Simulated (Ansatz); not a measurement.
Basis-set extrapolation for FS (`F[S]`) radical (PBE0-D4/def2-TZVP geometry, frozen core, Ansatz 0.2.0). Multiplicity 2, UHF reference.

```
                      def2-TZVPP   def2-QZVPP
                 HF  -496.969031  -496.985787
    MP2 correlation    -0.392235    -0.431043
CCSD(T) correlation    -0.426799    -0.464579
```

Energies in hartree. Use E(X) = E(∞) + A·exp(−7.88·√X) for Hartree–Fock and E(X) = E(∞) + B·X^(−2.97) for correlation, with X = 3 and 4.

Q: What is the CCSD(T) energy at the basis-set limit?

A: HF limit: -496.985787 + (-0.016756) × 0.13774 = -496.98809. Correlation limit: -0.464579 + (-0.037780) × 0.74074 = -0.49256. Total: -497.48065 hartree, 222.7 kJ/mol below CCSD(T)/def2-TZVPP.
